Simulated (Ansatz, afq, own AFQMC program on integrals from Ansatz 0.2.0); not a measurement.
## SiH₂Cl, doublet: AFQMC among the cluster methods

```xyz
4

Cl   -1.4221    0.0227    0.0000
H     0.0959    0.0227    0.0000
Si    1.7159    0.0227    0.0000
H     2.1123   -1.4568    0.0000
```

Connectivity, by distances: Cl ··· SiH, 1 bridging H.

Basis cc-pVTZ. Noble-gas cores (and the filled d shells of Ga–Kr and In–Xe) are frozen. AFQMC by an in-house program on the Cholesky factors that Ansatz 0.2.0 writes for its CCSD(T) run. The CISD trial takes its coefficients from CCSD amplitudes. Released means that phaseless walkers are propagated on without the constraint, phases kept. ± is one standard error of the sampling.

Determinant: UHF, the one that the program's search chose, which needn't be the lowest solution. The geometry is a point of a scan.

No full CI on the walks' own integrals is used here; CCSDT(Q) serves as the reference and is uncertain by about the last step of the cluster series.

Cautions: an unrestricted solution with more broken spin lies lower (25 meV, ⟨S²⟩ 1.00); unrestricted determinant slightly spin contaminated (⟨S²⟩ 0.80 against 0.75); the released energies are still falling, so no released level is given (meV from the phaseless value at times in 1/Eh: -3 ± 7 at 0.24, -3 ± 6 at 0.51, -8 ± 7 at 0.99, -17 ± 6 at 1.62, -11 ± 13 at 2.40), though the last usable value meets CCSDT(Q) within the noise.

```
T1 diagnostic                               : 0.0186
weight of the determinant in the CISD state : 0.840
⟨S²⟩ of the determinant                     : 0.803
size of the correlated space                : 13 electrons in 86 orbitals
```

```csv
level,correlation energy (eV)
MP2,-8.0916
CCSD,-9.2235
CCSD(T),-9.5899
```

(1) Estimate where phaseless AFQMC with a CISD trial lies against CCSD(T) on the same integrals.

(1) 1.65 ± 0.20 mEh below CCSD(T).

Reference: CCSDT(Q), correlation energy -9.650 eV.

```csv
level,E − E(reference) (mEh),share of correlation (%)
CCSD(T),2.19,99.38
CCSDT,0.72,99.80
ph-AFQMC/CISD,0.55 ± 0.20,99.85
```

A walk keeps the symmetry of its determinant, which the program's search chose and which needn't be the lowest solution, so a lower state of the same spin and another symmetry isn't excluded.
